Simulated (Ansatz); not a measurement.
Geometry optimisation, RKS B3LYP/def2-SVP in Ansatz.

Input:

```yaml
crystal:
  periodic: [false, false, false]
  atoms:
    - { symbol: B, position_ang: [-0.006614, 0.262496, -0.030932] }
    - { symbol: F, position_ang: [-0.007663, 0.437352, 1.285155] }
    - { symbol: H, position_ang: [1.05943, 0.253283, -0.590929] }
    - { symbol: H, position_ang: [-1.073888, 0.194891, -0.585102] }
    - { symbol: Cl, position_ang: [0.095742, -2.640503, 0.936802] }
    - { symbol: H, position_ang: [0.070294, -1.622219, 1.796606] }
basis:
  gaussian: { orbitals: def2-SVP }
hamiltonian:
  xc: b3lyp
relax:
  f_tol: 0.03
  max_steps: 50
output:
  orbitals: {}
```

Command:

```bash
$ ansatz run input.yaml --threads 1 --pin off --max-ram 2048MiB --backend cpu --events-out ev --progress --plain --runs-dir out
```

**Question.** Where does it end, and by what steps?

**Answer.** The run converged. After 11 steps the energy has fallen by 0.043 eV; H6 moved furthest, 0.28 Å.

| step | energy less start (eV) | largest force component (eV/Å) | accepted |
| --- | --- | --- | --- |
| 0 | 0.0000 | 0.952 | yes |
| 1 | -0.0337 | 0.451 | yes |
| 2 | -0.0372 | 0.276 | yes |
| 3 | 0.0508 | 1.475 | no |
| 4 | -0.0395 | 0.169 | yes |
| 5 | -0.0408 | 0.101 | yes |
| 6 | -0.0423 | 0.052 | yes |
| 7 | -0.0415 | 0.219 | no |
| 8 | -0.0426 | 0.050 | yes |
| 9 | -0.0426 | 0.066 | yes |
| 10 | -0.0428 | 0.041 | yes |
| 11 | -0.0429 | 0.002 | yes |

```xyz
6
Properties=species:S:1:pos:R:3
B -0.008 0.323 -0.065
F -0.009 0.579 1.238
H 1.059 0.282 -0.625
H -1.075 0.212 -0.614
Cl 0.095 -2.655 0.931
H 0.075 -1.856 1.945
```

Time of the run: 22 s on 1 thread of Arm Neoverse V1 (shared host), peak memory 0.12 GiB.
